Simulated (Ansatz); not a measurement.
Cost and result up the ladder for Si(vinyl)H3 (C₂H₆Si) (9 atoms). The state is a singlet with charge 0. Geometry: PBE-D4/def2-TZVP.

```xyz
9

Si   -0.987    0.112    0.830
C     0.047    0.069   -0.725
C     1.359   -0.200   -0.734
H    -0.445    0.276   -1.684
H     1.909   -0.414    0.188
H     1.945   -0.218   -1.657
H    -0.121   -0.215    2.005
H    -2.110   -0.876    0.751
H    -1.596    1.466    1.026
```

Ansatz on 4 threads of Arm Neoverse V1 on a shared host. Times are rough, and most runs start from the orbitals of an earlier one. CAM-B3LYP-D4/def2-TZVP serves as the yardstick here, not as an exact answer. Differences are given only for rows in sets of like size (and for xTB, whose basis is part of the method), since another set adds its own error. Binding counts from free atoms at the same level (Si triplet, C triplet, H doublet; other spins of the atoms weren't run), without zero-point energy or a counterpoise term.

LC-ωPBE has ω = 0.4 bohr⁻¹. B3LYP takes the VWN-RPA correlation. HSE06 is defined as in plane-wave codes, on full-range PBE exchange. Correlated methods freeze 7 core orbitals.

Correlated methods converge slowly with the basis.

| level | functions | wall time |
| --- | --- | --- |
| HF/6-31G | 43 | 0.15 s |
| B3LYP-D4/6-31G | 43 | 0.4 s |
| LDA (SPW92)/def2-TZVP | 135 | 0.5 s |
| PBE-D4/def2-SVP | 76 | 0.5 s |
| MP2/def2-TZVP | 135 | 0.65 s |
| PBE-D4/def2-TZVP | 135 | 0.8 s |
| BLYP-D4/def2-TZVP | 135 | 0.85 s |
| LC-ωPBE/def2-TZVP | 135 | 1 s |
| PBE0-D4/def2-TZVP | 135 | 1.1 s |
| CAM-B3LYP-D4/def2-TZVP | 135 | 1.1 s |
| HSE06-D4/def2-TZVP | 135 | 1.1 s |
| r2SCAN-D4/def2-TZVP | 135 | 1.6 s |
| B97M-V/def2-TZVP (with forces) | 135 | 4.1 s |
| CCSD(T)/def2-TZVPP | 188 | 18 s |

Task: Estimate what each level gives for the binding energy per atom (eV).

Result: 
```tsv
level	binding energy per atom (eV)	difference from CAM-B3LYP-D4/def2-TZVP (eV)
HF/6-31G	2.60	–
B3LYP-D4/6-31G	3.58	–
LDA (SPW92)/def2-TZVP	4.15	0.42
PBE-D4/def2-SVP	3.76	–
MP2/def2-TZVP	3.60	-0.14
PBE-D4/def2-TZVP	3.75	0.01
BLYP-D4/def2-TZVP	3.71	-0.03
LC-ωPBE/def2-TZVP	3.69	-0.05
PBE0-D4/def2-TZVP	3.71	-0.02
CAM-B3LYP-D4/def2-TZVP	3.73	0.00
HSE06-D4/def2-TZVP	3.72	-0.02
r2SCAN-D4/def2-TZVP	3.72	-0.02
B97M-V/def2-TZVP (with forces)	3.72	-0.01
CCSD(T)/def2-TZVPP	3.64	-0.09
```
